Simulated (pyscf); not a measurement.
This saddle point was located with ωB97X-D3(BJ)/def2-SVP in PySCF.

```
O
O 1 1.3777
H 1 1.1538 2 53.35
```
Charge 0, spin multiplicity 2.

Surface: doublet, charge 0. Lowest wavenumbers (cm⁻¹): 2180i, 1163, 2880.

**Question.** Which two sides does it connect, and which bonds change?

**Answer.** `[O][OH]` [doublet] ⇌ `[O][OH]` [doublet], a hydrogen shift read from left to right: H–O broken and H–O formed. At ωB97M-D3(BJ)/def2-TZVP it lies +175.3 kJ/mol from the left side and +175.3 kJ/mol from the right (each side as separated species at their lowest minima found).
